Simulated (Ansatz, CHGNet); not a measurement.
Volume per atom (Å³/atom) of solids drawn from the class of tetrahedrally bonded semiconductors and semimetals, at two levels: the machine-learned potential CHGNet-r²SCAN (trained on r²SCAN data), and PBE in Ansatz (PAW).

```csv
solid,CHGNet-r²SCAN,PBE
2H-SiC,10.32,10.50
wurtzite BN (high-pressure phase),5.90,5.97
wurtzite CdSe,28.92,29.76
wurtzite CdS,25.54,26.04
wurtzite ZnO,11.87,12.32
wurtzite GaN,11.42,?
wurtzite AlN,10.39,10.65
```

Estimate the withheld PBE value from the other rows.

One way: carry over the typical ratio. The ratios PBE / CHGNet-r²SCAN of the other rows, in order: 1.0119, 1.0174, 1.0196, 1.0250, 1.0290, 1.0379; median 1.02230. Wurtzite GaN: 11.42 × 1.02230 = 11.67 Å³/atom; the run gives 11.76 Å³/atom. The ratios spread from 1.0119 to 1.0379, so such an estimate is rough.

Of 7 rows, PBE is the larger in 7 and the smaller in 0.

Ansatz's runs of these crystals have no spin polarisation.

Ansatz's density-functional and Hartree–Fock values are scalar-relativistic unless marked +SOC, with PAW data made under PBE.

Ansatz is a quantum-chemistry and plane-wave program.
